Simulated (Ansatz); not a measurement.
A run of Ansatz (development build ahead of 0.2.0) on doublet C2H at this shape:

```csv
atom,x (Å),y (Å),z (Å)
H,0.0000,0.0000,-1.6772
C,0.0000,0.0000,-0.5148
C,0.0000,0.0000,0.7943
```

Its results:

* Converged: yes
* Reference energy: -76.15783 hartree
* Correlation energy: -0.22239 hartree
* Total energy: -76.38022 hartree
* Spin squared of the determinant: 1.534

(1) Which input gives this output? Name the method, the orbitals and the basis set, and write the input.

Answers

(1) UHF-MP2 in cc-pVTZ.

```yaml
crystal:
  periodic: [false, false, false]
  atoms:
    - { symbol: H, position_ang: [0.0, 0.0, -1.67723] }
    - { symbol: C, position_ang: [0.0, 0.0, -0.5148] }
    - { symbol: C, position_ang: [0.0, 0.0, 0.79434] }
basis:
  gaussian: { orbitals: cc-pVTZ }
magnetization:
  spin_polarized: true
  initial_magnetization: 1
hamiltonian:
  xc: hf
correlation:
  method: mp2
  frozen_orbitals: { C: 1, H: 0 }
```

Caution: bonds are stretched, where a single reference can fail; the unrestricted determinant is spin contaminated.
